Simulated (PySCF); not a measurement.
Compound: P2H4.
SMILES: `PP`

Torsions of this conformer, `[PH2:1][PH2:2]`: H–P1–P2–H 178°, H–P1–P2–H 86°.

The closed-shell ground state was solved at several levels (PySCF, density fitting, gas phase, non-relativistic). The structure is a single PBE0-D3(BJ)/def2-SVP conformer in the gas phase; no vibrational or solvent corrections.

| level | basis functions | total energy (Eh) | HOMO (eV) | LUMO (eV) | gap (eV) | dipole (D) |
| --- | --- | --- | --- | --- | --- | --- |
| B3LYP/cc-pVTZ | 124 | -685.1696 | -6.71 | -0.42 | 6.29 | 0.01 |
| B3LYP/def2-TZVP | 98 | -685.1628 | -6.71 | -0.47 | 6.24 | 0.01 |
| B3LYP/aug-cc-pVTZ-J | 216 | -685.1830 | -6.75 | -0.76 | 5.99 | 0.01 |

Q: Estimate the row for B3LYP/6-31G*, a basis of 44 functions; the other rows only guide the guess.

A: Total energy -685.0898 Eh, HOMO -6.62 eV, LUMO -0.33 eV, gap 6.29 eV, dipole 0.02 D.

Q: How much does the basis alone move the frontier levels among the 4 B3LYP rows (the withheld one included)?

A: The HOMO by 0.13 eV and the LUMO by 0.43 eV. By rising basis size (HOMO, LUMO in eV): 6-31G* -6.62, -0.33; def2-TZVP -6.71, -0.47; cc-pVTZ -6.71, -0.42; aug-cc-pVTZ-J -6.75, -0.76.

Q: How far do the dipole and the HOMO energy spread over the levels?

A: The dipole runs from 0.01 to 0.02 D (mean 0.02 D) and the HOMO from -6.75 to -6.62 eV.
